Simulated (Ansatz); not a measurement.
Input for Ansatz (development build ahead of 0.2.0):

```yaml
crystal:
  periodic: [false, false, false]
  atoms:
    - { symbol: P, position_ang: [0.0, 0.0, -0.43576] }
    - { symbol: "N", position_ang: [0.0, 0.0, 0.93377] }
basis:
  gaussian: { orbitals: cc-pVTZ }
hamiltonian:
  xc: hf
correlation:
  method: mp2
  frozen_orbitals: { "N": 1, P: 5 }
```

The input is written out in the form of the current development build from the run's settings.

Results

```json
{
  "Converged": "yes",
  "Reference energy": "-395.16410 hartree",
  "Correlation energy": "-0.32895 hartree",
  "Total energy": "-395.49305 hartree",
  "Spin squared of the determinant": "0.000"
}
```

Caution: no unrestricted run beside it, a lower state can exist.
